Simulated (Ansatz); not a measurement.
A made-up structure of Si2H5S (charge -1), closed shell:

```
8
angstrom
Si -0.7025 0.9684 -0.3075
Si 0.8607 -2.0696 -0.2376
S 0.6362 -0.3068 1.1681
H -2.1451 0.5363 -0.3384
H -0.3446 1.0485 -1.7716
H -0.7853 2.4194 0.1052
H 1.7629 0.3400 0.7659
H 0.5576 -3.0737 0.7196
```

It is relaxed with PBE-D4/def2-SVPD and then PBE0-D4/def2-TZVPD (Ansatz 0.2.0). Atoms count as bonded within 1.22 times the sum of their covalent radii (H–H: 0.88 Å). The end point is not checked to be a true minimum.

Q: Does its bonding change? (Judge from chemistry; the calculation decides.)

A: Computed: Yes. Formed: Si2–H5; broken: Si1–S3.

Where it ends: The first stage lowers the energy by 2.16 eV in 26 steps. It ends as Si₂H₅S ([SiH2][H][SiH][SH]), total charge -1:
```
8
angstrom
Si -1.2738 1.5939 -0.3402
Si 0.6226 -0.7993 -0.5751
S 1.7385 -1.0381 1.3468
H -2.1398 0.6879 0.5311
H 0.0964 0.7696 -0.1092
H -1.5647 0.8317 -1.6355
H 2.9365 -0.6587 0.8740
H -0.5758 -1.5247 0.0120
```

Labels in which every atom is bracketed show which atoms are joined, not bond orders.

For scale, one of the runs: PBE0-D4/def2-TZVPD relaxation, 177 basis functions, launched by `ansatz run in.yaml --threads 2 --pin off --events-out ev --progress --plain --max-ram 4352MiB`. The run took about 78 s on 2 CPU threads of an Arm Neoverse V2 (shared host).
